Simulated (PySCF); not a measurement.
**Structure from 2D NMR**

Compound of formula C₄H₅NO. Correlations simulated from computed shifts and couplings:

HSQC (one-bond C–H):
```csv
δH,δC,"¹J(C,H) (Hz)"
5.36,72.0,165
4.99,75.1,157
4.72,75.1,157
3.13,30.4,147
2.86,30.4,149
```

COSY cross peaks (|J| ≥ 2 Hz):
```csv
δH,δH,abs. J (Hz),bonds
5.36,3.13,10.4,3
5.36,2.86,6.1,3
4.99,4.72,7.4,2
4.99,3.13,8.1,3
4.99,2.86,10.1,3
4.72,3.13,10.3,3
4.72,2.86,6.4,3
3.13,2.86,12.5,2
```

HMBC (two and three bonds, |J| ≥ 2.5 Hz):
```csv
δH,δC [abs. J in Hz]
5.36,"75.1 [2.9], 30.4 [3.8]"
4.72,"72.0 [3.9], 30.4 [2.7]"
3.13,"117.1 [6.3], 75.1 [3.4], 72.0 [3.3]"
2.86,"117.1 [7.1], 75.1 [3.6], 72.0 [4.5]"
```

Carbons without hydrogens: δ 117.1.

Method: J: B3LYP/pcJ-1 (spin–dipole term only in couplings to heteroatoms), KT2/pcSseg-2 with gauge-including orbitals, PBE0-D3(BJ)/def2-SVP geometry, in PySCF 2.14.0 with density-fitted response routines (non-relativistic Hamiltonian, one conformer, isolated molecule).

Shifts are taken against calculated references (same method and geometry level): TMS for ¹H and ¹³C.

Exchangeable hydrogens are left out of these lists, and C,H couplings along chains are those of one rotamer, so weak HMBC peaks may be missing or extra.

Question: Assemble the structure.

Answer: `O1[C@@H](C#N)CC1`.

Numbering as in the mapped SMILES `[N:1]#[C:2][C@H:3]1[CH2:4][CH2:5][O:6]1`. Hydrogens are named by the atom that carries them. Ha(C4), Ha(C5) are cis to C2 on the ring; Hb(C4), Hb(C5) are trans to C2 on the ring.

- δC 117.1 is C2, a nitrile carbon.
- δC 75.1 is C5, an sp3 CH2 bonded to O (δH 4.72, 4.99).
- δC 72.0 is C3, an sp3 CH bonded to O, α to a nitrile (δH 5.36).
- δC 30.4 is C4, an sp3 CH2 in a ring (δH 3.13, 2.86).
- HMBC from δH 3.13 reaches the proton-free carbon C2.
- HMBC from δH 2.86 reaches the proton-free carbon C2.
- COSY links 5.36–3.13, 5.36–2.86, 4.99–4.72, 4.99–3.13, 4.99–2.86, 4.72–3.13.

This is the structure that produced the data.

Unscaled 3J(H,H) at this level run about 10 % above measured values. Shifts are as computed. Against solution values, carbons near 30 ppm lie about +3 ppm off and those near 130 ppm about -1 ppm. Of 1211 compounds with measured shifts, 218 miss one by over three times the rms of a fit or turn the order of signals round; such compounds aren't used in these exercises. Vicinal couplings across rotatable single bonds and in flexible rings belong to the one computed conformer; a conformer average would change them.
